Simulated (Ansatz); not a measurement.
C₂H₂S, SMILES C=C=S: the interaction energy of a dimer with the counterpoise correction, run with Ansatz's Python interface.

The script, `dimer_c2h2s.py`:
```python
"""Interaction energy of two C2H2S molecules, with the counterpoise correction."""

import ansatz as az

FIRST = [
    ("C", (0.6209, -0.3063, 0.1283)),
    ("C", (-0.5935, 0.2674, -0.1043)),
    ("S", (-2.2321, 1.0081, -0.4219)),
    ("H", (1.4926, 0.0004, -0.5146)),
    ("H", (0.7121, -0.9697, 0.9126)),
]
SECOND = [
    ("C", (1.966, 0.1771, 4.411)),
    ("C", (2.4358, 0.5412, 3.1843)),
    ("S", (3.0835, 1.0497, 1.5545)),
    ("H", (0.8665, 0.294, 4.6222)),
    ("H", (2.6242, -0.2336, 5.0904)),
]

def energy(atoms, ghosts=()):
    molecule = az.Crystal.molecule()
    for symbol, xyz in atoms:
        molecule = molecule.atom(symbol, xyz)
    calc = (
        molecule.calculation()
        .basis(gaussian="def2-SVP")
        .functional("PBE")
    )
    deck = calc.input()
    if ghosts:
        deck = deck.set(az.key.basis.gaussian.ghost_atoms, [{"symbol": s, "position_ang": list(xyz)} for s, xyz in ghosts])
    return az.Session.from_dict(deck).plan().execute().report["free_energy_ev"]

# ghost atoms carry the functions of the partner
both = energy(FIRST + SECOND)
alone = energy(FIRST) + energy(SECOND)
ghosted = energy(FIRST, SECOND) + energy(SECOND, FIRST)
print(f"dimer {both:.6f} eV")
print(f"interaction, uncorrected   {(both - alone):8.3f} eV")
print(f"interaction, counterpoise  {(both - ghosted):8.3f} eV")
print(f"basis-set superposition    {(alone - ghosted):8.3f} eV")
```

How large is the interaction at this pose, and how much of it is basis-set superposition?

Uncorrected it is 0.020 eV, with the counterpoise correction 0.068 eV; the difference, 0.05 eV, is the superposition error. In this basis both values are repulsive.

What the script printed:

```console
$ python dimer_c2h2s.py
dimer -25853.999952 eV
interaction, uncorrected      0.020 eV
interaction, counterpoise     0.068 eV
basis-set superposition       0.049 eV
```

Total energies depend on the basis set; only differences at equal settings carry meaning. The dimer is a generated trial pose of unrelaxed monomers, not a minimum, so the figure is no binding energy, and the basis set is small. This level lacks the dispersion part of the attraction (electrostatics and induction are there), which can decide the sign where the interaction is weak. Run time: 7 s on 1 thread of Intel(R) Xeon(R) Processor @ 2.30GHz (shared host), peak memory 0.23 GiB.
